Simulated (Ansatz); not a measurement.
A made-up structure of CH₂Li, doublet:

Li1  (-1.455, 0.809, -0.584)
C2  (0.119, -0.066, 0.048)
H3  (0.282, -1.149, 0.152)
H4  (-2.314, 2.134, -0.770)
(Å)

It is relaxed with PBE-D4/def2-SVP and then PBE0-D4/def2-TZVP (Ansatz 0.2.0). Atoms count as bonded within 1.22 times the sum of their covalent radii (H–H: 0.88 Å). The end point is not checked to be a true minimum.

Question: Does its bonding change? (A judgement: the text doesn't fix the answer.)

Answer: By the calculation: Yes. Formed: C2–H4; broken: Li1–H4.

Where it ends: The first stage lowers the energy by 3.90 eV in 20 steps. It ends as CH₂Li ([Li][CH2]):
```
4
angstrom
Li -0.9923 0.6419 -2.0337
C -0.8296 0.4145 -0.1454
H -0.1783 -0.2956 0.3852
H -1.3675 0.9664 0.6395
```

Labels in which every atom is bracketed show which atoms are joined, not bond orders.

For scale, one of the runs: PBE0-D4/def2-TZVP relaxation, 57 basis functions, launched by `ansatz run in.yaml --threads 2 --pin off --events-out ev --progress --plain --max-ram 4352MiB`. The run took about 3.9 s on 2 CPU threads of an Arm Neoverse V1 (shared host).
